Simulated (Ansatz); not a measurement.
```xyz
11

C     0.080   -0.705    1.538
O    -0.663   -0.353    0.406
C     0.144    0.221   -0.592
N    -0.688    0.630   -1.675
H    -0.613   -1.121    2.269
H     0.844   -1.462    1.305
H     0.585    0.165    1.983
H     0.722    1.045   -0.134
H     0.868   -0.522   -0.961
H    -0.236    0.534   -2.570
H    -1.045    1.568   -1.569
```

Total charge 0; spin multiplicity 1.

(1) List the PBE0/def2-TZVPP orbital energies in eV (Ansatz). (Best estimate.)

Results:

(1) Ansatz gave: Occupied: -522.53, -390.89, -279.99, -279.09, -29.09, -24.74, -19.58, -17.52, -14.54, -13.84, -13.33, -12.58, -11.18, -10.70, -9.24, -7.47, -7.06. Lowest empty: 1.11, 1.72, 2.44, 2.97, 3.15, 3.52, 3.71, 4.53.
